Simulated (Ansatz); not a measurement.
This Ansatz (a first-principles code) input (CCSD(T)/jun-cc-pV(T+d)Z) gives -76.33885 Eh with 67 basis functions. A basis named .json is the Basis Set Exchange file of that set (core-valence sets with the plain set on hydrogen).

Ansatz 0.2 input:
```yaml
crystal:
  periodic: [false, false, false]
  atoms:
    - {symbol: O, position_ang: [0.00702152, 0.00134342, 0.11666744]}
    - {symbol: H, position_ang: [-0.04995842, 0.75929218, -0.47415850]}
    - {symbol: H, position_ang: [-0.00621371, -0.77003954, -0.45918106]}
basis:
  gaussian:
    orbitals: jun-cc-pV_T+d_Z.json
magnetization: {spin_polarized: false}
correlation: {method: ccsd_t, electrons: outside_noble_gas}
```

Change:
```diff
- orbitals: jun-cc-pV_T+d_Z.json
+ orbitals: pcseg-1.json
```

Task: What does the run give now?

Result: -76.21732 Eh (CCSD(T)/pcseg-1, 24 functions), a change of +121.53 mEh.
